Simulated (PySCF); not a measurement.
Compound: propynyl isocyanide, C₄H₃N.
Structure used (PBE0-D3(BJ)/def2-TZVP), in Å, numbered top down from 1:
```xyz
8
C4H3N angstrom
C      3.5719    0.3914   -0.1627
N      2.4165    0.2647    0.0106
C      1.1331    0.1250    0.2019
C     -0.0484   -0.0075    0.3807
C     -1.4697   -0.1665    0.5949
H     -2.0215    0.6759    0.1710
H     -1.8311   -1.0833    0.1235
H     -1.6956   -0.2191    1.6625
```

Computed with PySCF at wB97X-D/pcSseg-2, non-relativistic, on one gas-phase PBE0-D3(BJ)/def2-TZVP geometry that isn't relaxed in the solvent. The solvent is an IEF-PCM continuum (van der Waals radii × 1.2). Only the electrostatic response of the medium enters.

Gas phase at wB97X-D/pcSseg-2: HOMO -9.85 eV, LUMO 0.85 eV, dipole 4.19 D.

Task: What does the continuum do to the energy, the frontier levels and the dipole at wB97X-D/pcSseg-2 in chloroform?

Result: 
| solvent | ε | E(solvent) − E(gas) (kcal/mol) | polarisation term (kcal/mol) | distortion of the solute (kcal/mol) | HOMO (eV) | LUMO (eV) | dipole (D) |
| --- | --- | --- | --- | --- | --- | --- | --- |
| chloroform | 4.711 | -2.75 | -3.22 | 0.47 | -9.79 | 0.79 | 5.14 |

The polarisation term is half the interaction of the solute with the surface charges that it induces; the rest is the cost of distorting the solute's density. The sum is the electrostatic part of solvation alone.

Task: Which radius a makes the point-dipole formula ΔE = −[(ε − 1)/(2ε + 1)]·μ²/a³ give the value in chloroform, with the gas-phase dipole?

Result: μ = 1.649 au and |ΔE| = 0.00438 Eh give a = 3.20 Å; the farthest nucleus lies 3.63 Å from the centroid of the nuclei, so such a sphere wouldn't even hold the nuclei. The formula assumes a rigid point dipole at the centre of a sphere.

Task: Give the dipole vector in the frame of the coordinates (D, pointing from negative to positive charge), gas and chloroform.

Result: Gas (-4.12, -0.46, 0.62), solvent (-5.06, -0.56, 0.76). Its length changes by +23 % and its direction by less than 1°.

Note: wB97X-D ran without an empirical dispersion term, which enters the total energy and its gradient alone.
